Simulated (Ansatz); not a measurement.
**AlS+ (quintet): wave-function methods side by side, def2-QZVPP**

The task here is to estimate one member of a computed series from the others.

The runs use Ansatz 0.2.0, Gaussian basis; def2-QZVPP, core rule «outside noble gas», up to 10 orbitals frozen.

Plan: UHF; ROHF; CCSD(T) on UHF.

## The system

The geometry is a PBE0/def2-TZVP stationary point (not a proven minimum) of the parent state, kept for this charge and spin.

2 atoms, charge 1, spin multiplicity 5.

Atoms are counted from 1 here; the program's logs count them from 0.

Bond lengths: Al1–S2 2.241 Å.

As a file:

```
Al    0.0000    0.0000    0.0000
S     0.0000    0.0000    2.2408
```

The first run:

Contents of in.yaml:

```yaml
crystal:
  periodic: [false, false, false]
  atoms:
    - {symbol: Al, position_ang: [0.000000, 0.000000, 0.000000]}
    - {symbol: S, position_ang: [0.000000, 0.000000, 2.240800]}
basis:
  gaussian: {orbitals: "def2-QZVPP.json"}
total_charge: 1
magnetization: {spin_polarized: true, initial_magnetization: 4}
hamiltonian: {xc: hf}
output: {orbitals: {seedname: orbitals}}
```

On the command line:

```console
$ ansatz run in.yaml --threads 1 --pin off --events-out ev --progress --plain --max-ram 2393MiB
```

Among the steps run: UHF; ROHF; CCSD(T) on UHF.

One of the session's tables, all rows but one given; the rest of the session is left out.

```
  method  from UCCSD(T) (kcal/mol)
    ROHF                   +114.04
     UHF                   +109.67
    UMP2                    +20.75
   UCCSD                         ?
UCCSD(T)                         0
```

**Question.** Estimate the row for UCCSD.

The run gave: from UCCSD(T) (kcal/mol): +4.55. In the column «from UCCSD(T) (kcal/mol)» it lies between UCCSD(T) (0) and UMP2 (+20.75).
